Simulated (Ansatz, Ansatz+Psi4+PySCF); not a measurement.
```xyz
3

S     0.0000    0.0000   -0.4010
O     0.0000    1.3505    0.4010
O     0.0000   -1.3505    0.4010
```

Basis set: cc-pVTZ (spherical functions). Left uncorrelated: 7 orbitals. Charge 0, multiplicity 1.

Computed with Ansatz (development build ahead of 0.2.0); each method stands on the lowest determinant of its kind that the runs found. Restricted open shells among the atoms or ions are ROHF, correlated in semicanonical orbitals with singles.

Q: Give the atomization energy at this shape (free ground-state atoms in the same class of orbitals less the molecule, no zero-point energy) of singlet SO₂ by RHF-MP2, RHF.

A:

```tsv
method	atomization energy
RHF-MP2	1017.1 kJ/mol
RHF	291.1 kJ/mol
```

Caution: in another basis set an unrestricted determinant lies well below; the shape is not the minimum.
